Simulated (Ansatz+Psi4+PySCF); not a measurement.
Results of a calculation; reference values are marked as such.
Input for PySCF 2.14.0:

```python
from pyscf import gto, scf, mp

mol = gto.M(atom="""
B 0.000000 0.000000 0.000000
O 0.000000 1.335000 0.000000
O 0.000000 -1.195000 0.000000
""", basis='cc-pvtz', charge=0, spin=1)
mf = scf.UHF(mol)
mf.kernel()
pt = mp.MP2(mf, frozen=3).run()
print(mf.e_tot, pt.e_corr, pt.e_tot)
```

The script is written out from the run's settings.

The run gave:

```json
{"Converged": "yes", "Reference energy": "-174.50183 hartree", "Correlation energy": "-0.50151 hartree", "Total energy": "-175.00334 hartree", "Spin squared of the determinant": "0.782"}
```

Messages of the program:
```
WARN: beta  nocc = 10  HOMO -0.471109266938428 >= LUMO -0.471109266938416
WARN: HOMO -0.471109266938416 >= LUMO -0.471109266938416
WARN: beta  nocc = 10  HOMO -0.471109266938428 >= LUMO -0.471109266938416
WARN: HOMO -0.471109266938416 >= LUMO -0.471109266938416
```
